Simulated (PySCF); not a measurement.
Compound: cyclopentanol, C₅H₁₀O.
Atom-mapped SMILES: `[OH:1][CH:2]1[CH2:3][CH2:4][CH2:5][CH2:6]1`

NICS = −σ at a ghost point: NICS(0) at the centroid of the ring atoms, NICS(1) 1 Å to either side along the normal of their mean plane, zz for the tensor component along that normal. Level: GIAO KT2/pcSseg-2 (PySCF, non-relativistic, gas phase) on the PBE0-D3(BJ)/def2-SVP geometry, one conformer.

Ring bond lengths (Å): C2–C3 1.521, C3–C4 1.538, C4–C5 1.548, C5–C6 1.535, C6–C2 1.527.

Q: What do the NICS probes read (ppm)?

A: 
| ring | type | NICS(0) | NICS(1), two faces | NICS(1)zz, two faces | rms pucker (Å) | centre to ring atoms, mean (Å) |
| --- | --- | --- | --- | --- | --- | --- |
| C2–C3–C4–C5–C6 | 5-membered carbocycle; formal bonds all single | -5.5 | -3.5 / -3.4 | -5.5 / -5.6 | 0.19 | 1.28 |

Q: What do they say, and how far can they be read as aromaticity?

A: 
- C2–C3–C4–C5–C6: mean NICS(1)zz -5.6 ppm, shielded. C2, C3, C4, C5, C6 have four or more neighbours, so the value isn't read as a sign of a π ring current.

Q: Give the inner angles of the rings.

A: 
- C2–C3–C4–C5–C6: C2 102.2°, C3 104.4°, C4 105.7°, C5 105.4°, C6 103.9°; sum 521.5° against 540° for a flat convex ring.

Q: What are the shieldings of the ring atoms and their hydrogens in the same run (means over atoms taken as equivalent)?

A: 
| atoms | environment | σ isotropic (ppm) | principal values of the symmetric part, first atom (ppm) |
| --- | --- | --- | --- |
| C2 | carbinol carbon (C–OH) | 102.3 | 87.7, 94.0, 125.2 |
| C3 (×2) | ring CH2 carbon | 142.8 | 124.7, 143.9, 167.4 |
| C4 (×2) | ring CH2 carbon | 157.9 | 128.8, 167.2, 178.1 |
| H on C2 | methine hydrogen | 26.55 | 22.5, 25.8, 31.4 |
| H on C3 (×2) | methylene hydrogen | 29.47 | 25.4, 27.1, 35.3 |
| H on C3 (×2) | methylene hydrogen | 29.66 | 25.1, 27.6, 36.6 |
| H on C4 (×2) | methylene hydrogen | 29.13 | 24.6, 27.0, 35.8 |
| H on C4 (×2) | methylene hydrogen | 29.47 | 24.4, 27.9, 36.1 |

Q: How do the values depend on the level or the medium?

A: 
| level | NICS(0), C2–C3–C4–C5–C6 | mean NICS(1)zz, C2–C3–C4–C5–C6 |
| --- | --- | --- |
| KT2/pcSseg-2, gas | -5.5 | -5.6 |
| PBE0/pcSseg-1, gas | -5.1 | -5.2 |
| BLYP/pcSseg-1, gas | -4.6 | -4.8 |
| BP86/pcSseg-1, gas | -4.9 | -5.1 |
| HF/pcSseg-1, gas | -5.3 | -5.1 |
| LDA/pcSseg-1, gas | -5.0 | -5.4 |
| OPBE/pcSseg-1, gas | -5.1 | -5.1 |
| PBE/pcSseg-1, gas | -4.9 | -5.1 |

The geometry is the same throughout.
